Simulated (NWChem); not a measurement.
# How the cost of HF grows with the basis: CH2ClN

CH2ClN: 5 atoms, total charge 0, spin state singlet. As SMILES, `[H]/N=C/Cl`. Geometry: relaxed at PBE0-D4/def2-TZVP.

HF, gradient, NWChem 7.3.0, on 1 thread of Intel Xeon Platinum 8488C (Sapphire Rapids), shared host. N is the number of basis functions, t the processor time.

| basis | N | t (s) | ln N | ln t |
| --- | --- | --- | --- | --- |
| 6-31G | 35 | 3.7 | 3.555 | 1.308 |
| def2-SVP | 56 | 4.8 | 4.025 | 1.569 |
| 6-311G(d,p) | 74 | 9.4 | 4.304 | 2.241 |
| aug-cc-pVDZ | 91 | ? | 4.511 | ? |

Task: Fit t = C·Nᵖ to the known rows and estimate the time in aug-cc-pVDZ.

Result: 
1. Means of the 3 rows: ln N = 3.96133, ln t = 1.7060.
2. Σ(Δln N)² = 0.28658, Σ(Δln N·Δln t) = 0.33633, so the slope is 0.33633/0.28658 = 1.1736.
3. Intercept: 1.7060 − (1.1736) × 3.96133 = -2.9430. The largest residual of the fit is 0.212.
4. ln t = -2.9430 + 1.1736 × 4.511, so t ≈ 10 s.

The run took 49 s, so the estimate is too short by a factor of about 4.9. The fitted power is 1.2, with the electron count fixed. The times don't lie on a line: the count of functions alone doesn't set the cost here, and shared hosts add noise. Fixed start-up costs flatten the line at the short runs, so it runs low for the long one.
